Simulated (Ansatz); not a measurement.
Born–Oppenheimer molecular dynamics of CH5ClSi (8 atoms, charge 0, multiplicity 1). It starts from a relaxed structure.

All numbers below come from RKS PBE/6-31G* in Ansatz 0.2.0.

```json
{
  "ensemble": "NVT, Nosé–Hoover chain",
  "time step": "0.5 fs",
  "steps asked": "166",
  "set temperature": "300 K",
  "thermostat": "time constant 20 fs, chain length 1",
  "masses": "H 10 u",
  "seed": "910495"
}
```

Frames 5 fs apart, positions in Å, forces in eV/Å.

Velocities at 10.0 fs (Å/ps):

```
Si -0.89 0.16 -2.10
C -0.93 1.72 1.33
Cl -1.18 -0.85 0.85
H -5.87 0.51 3.52
H -0.23 -2.43 -5.97
H 8.43 -4.70 3.89
H 1.26 1.59 3.02
H 4.19 5.52 -3.17
```

```xyz
8
Properties=species:S:1:pos:R:3:forces:R:3 time_fs=10.0 energy_less_start_eV=0.081 T=200
Si -0.880 0.327 -0.186 0.06 -0.70 -0.26
C 0.960 -0.202 0.028 -0.47 -0.30 0.50
Cl 1.077 -1.513 1.341 0.00 0.46 -0.62
H -1.783 -0.877 -0.541 0.52 0.58 0.11
H -0.932 1.343 -1.315 -0.08 -0.10 0.33
H -1.288 0.832 1.150 -0.21 0.29 0.04
H 1.600 0.622 0.366 0.00 0.18 0.11
H 1.384 -0.580 -0.903 0.19 -0.40 -0.21
8
Properties=species:S:1:pos:R:3:forces:R:3 time_fs=15.0 energy_less_start_eV=0.120 T=162
Si -0.884 0.324 -0.198 0.07 -0.58 0.05
C 0.953 -0.197 0.037 0.23 -0.34 -0.21
Cl 1.071 -1.516 1.343 -0.01 0.50 -0.68
H -1.806 -0.868 -0.522 0.53 0.51 0.05
H -0.935 1.329 -1.341 -0.09 -0.11 0.41
H -1.249 0.812 1.170 -0.26 0.31 -0.16
H 1.605 0.631 0.382 -0.31 -0.07 0.03
H 1.406 -0.556 -0.918 -0.15 -0.22 0.52
8
Properties=species:S:1:pos:R:3:forces:R:3 time_fs=20.0 energy_less_start_eV=0.155 T=133
Si -0.888 0.317 -0.209 0.27 -0.24 0.48
C 0.949 -0.198 0.043 0.62 -0.14 -0.54
Cl 1.064 -1.515 1.340 0.00 0.43 -0.65
H -1.817 -0.845 -0.501 0.34 0.20 -0.06
H -0.939 1.313 -1.358 -0.09 -0.07 0.40
H -1.213 0.798 1.186 -0.29 0.30 -0.40
H 1.603 0.639 0.400 -0.55 -0.29 -0.06
H 1.426 -0.537 -0.923 -0.30 -0.19 0.82
8
Properties=species:S:1:pos:R:3:forces:R:3 time_fs=25.0 energy_less_start_eV=0.163 T=148
Si -0.889 0.307 -0.217 0.68 0.19 0.83
C 0.957 -0.202 0.040 0.23 0.10 -0.20
Cl 1.058 -1.511 1.333 0.04 0.30 -0.57
H -1.822 -0.817 -0.480 0.02 -0.27 -0.18
H -0.947 1.293 -1.367 -0.09 0.01 0.34
H -1.183 0.791 1.194 -0.30 0.29 -0.53
H 1.587 0.641 0.418 -0.50 -0.25 -0.10
H 1.441 -0.521 -0.909 -0.07 -0.37 0.41
8
Properties=species:S:1:pos:R:3:forces:R:3 time_fs=30.0 energy_less_start_eV=0.175 T=174
Si -0.885 0.298 -0.219 1.01 0.48 0.89
C 0.970 -0.205 0.033 -0.61 0.16 0.44
Cl 1.050 -1.505 1.321 0.08 0.11 -0.41
H -1.825 -0.791 -0.461 -0.26 -0.66 -0.25
H -0.957 1.271 -1.367 -0.08 0.12 0.24
H -1.156 0.791 1.189 -0.31 0.31 -0.47
H 1.558 0.637 0.435 -0.19 0.08 -0.04
H 1.456 -0.513 -0.883 0.37 -0.60 -0.41
8
Properties=species:S:1:pos:R:3:forces:R:3 time_fs=35.0 energy_less_start_eV=0.167 T=246
Si -0.871 0.291 -0.213 0.78 0.39 0.58
C 0.973 -0.205 0.032 -0.84 -0.09 0.32
Cl 1.042 -1.497 1.304 0.10 -0.17 -0.11
H -1.836 -0.779 -0.445 -0.24 -0.71 -0.22
H -0.971 1.250 -1.362 -0.04 0.23 0.14
H -1.133 0.799 1.172 -0.34 0.39 -0.19
H 1.519 0.635 0.455 0.16 0.47 0.06
H 1.482 -0.519 -0.863 0.43 -0.50 -0.59
8
Properties=species:S:1:pos:R:3:forces:R:3 time_fs=40.0 energy_less_start_eV=0.155 T=359
Si -0.847 0.286 -0.201 -0.16 -0.02 -0.06
C 0.960 -0.207 0.037 0.18 -0.26 -0.52
Cl 1.034 -1.489 1.283 0.08 -0.55 0.35
H -1.854 -0.782 -0.432 0.11 -0.39 -0.09
H -0.989 1.230 -1.351 0.04 0.30 0.06
H -1.116 0.819 1.148 -0.38 0.50 0.23
H 1.476 0.644 0.478 0.24 0.43 -0.04
H 1.522 -0.538 -0.853 -0.10 -0.01 0.07
8
Properties=species:S:1:pos:R:3:forces:R:3 time_fs=45.0 energy_less_start_eV=0.229 T=376
Si -0.821 0.281 -0.187 -1.33 -0.37 -0.69
C 0.948 -0.215 0.034 1.40 0.09 -0.75
Cl 1.024 -1.484 1.261 0.07 -0.94 0.80
H -1.871 -0.795 -0.419 0.51 0.01 0.05
H -1.008 1.215 -1.337 0.12 0.31 0.01
H -1.105 0.855 1.125 -0.35 0.54 0.52
H 1.433 0.665 0.504 0.13 -0.06 -0.39
H 1.567 -0.561 -0.840 -0.55 0.42 0.44
8
Properties=species:S:1:pos:R:3:forces:R:3 time_fs=50.0 energy_less_start_eV=0.296 T=392
Si -0.803 0.272 -0.177 -1.89 -0.41 -0.87
C 0.963 -0.221 0.015 1.22 0.61 -0.01
Cl 1.014 -1.484 1.242 0.09 -1.11 1.03
H -1.879 -0.811 -0.403 0.74 0.22 0.14
H -1.028 1.206 -1.321 0.17 0.29 -0.05
H -1.102 0.910 1.111 -0.21 0.35 0.42
H 1.386 0.688 0.524 0.24 -0.46 -0.68
H 1.606 -0.578 -0.815 -0.36 0.51 0.02
8
Properties=species:S:1:pos:R:3:forces:R:3 time_fs=55.0 energy_less_start_eV=0.335 T=437
Si -0.800 0.258 -0.173 -1.53 -0.08 -0.56
C 1.002 -0.216 -0.006 -0.46 0.73 1.05
Cl 1.003 -1.493 1.227 0.15 -0.97 0.96
H -1.870 -0.824 -0.381 0.68 0.17 0.17
H -1.046 1.202 -1.304 0.16 0.23 -0.13
H -1.103 0.981 1.105 0.00 -0.06 -0.01
H 1.341 0.703 0.530 0.68 -0.35 -0.63
H 1.643 -0.584 -0.788 0.33 0.33 -0.84
8
Properties=species:S:1:pos:R:3:forces:R:3 time_fs=60.0 energy_less_start_eV=0.390 T=443
Si -0.809 0.242 -0.174 -0.73 0.64 -0.09
C 1.038 -0.197 -0.011 -1.53 -0.26 0.75
Cl 0.992 -1.509 1.218 0.21 -0.62 0.76
H -1.844 -0.834 -0.353 0.33 -0.14 0.12
H -1.062 1.204 -1.289 0.12 0.14 -0.22
H -1.105 1.058 1.098 0.13 -0.52 -0.44
H 1.307 0.712 0.522 1.16 0.30 -0.10
H 1.690 -0.582 -0.776 0.31 0.45 -0.78
8
Properties=species:S:1:pos:R:3:forces:R:3 time_fs=65.0 energy_less_start_eV=0.447 T=420
Si -0.825 0.230 -0.176 0.09 1.45 0.26
C 1.047 -0.182 -0.001 -1.11 -1.25 -0.39
Cl 0.982 -1.531 1.213 0.27 -0.24 0.55
H -1.807 -0.850 -0.320 -0.15 -0.56 0.05
H -1.076 1.210 -1.277 0.07 0.02 -0.29
H -1.104 1.128 1.080 0.14 -0.86 -0.64
H 1.299 0.728 0.511 1.26 0.60 0.32
H 1.746 -0.568 -0.782 -0.57 0.84 0.14
```

Of the whole run (83 fs, mean temperature of the second half 427 K): The conserved energy stayed within 0.03 meV per atom of its start (net change 0.019 meV per atom), so the integration is sound. The mean temperature of the second half is 42 % above the set value. A run of 0.083 ps of so small a system gives no equilibrium averages.

Time of the run: 8.6 min on 1 CPU thread of a shared host.
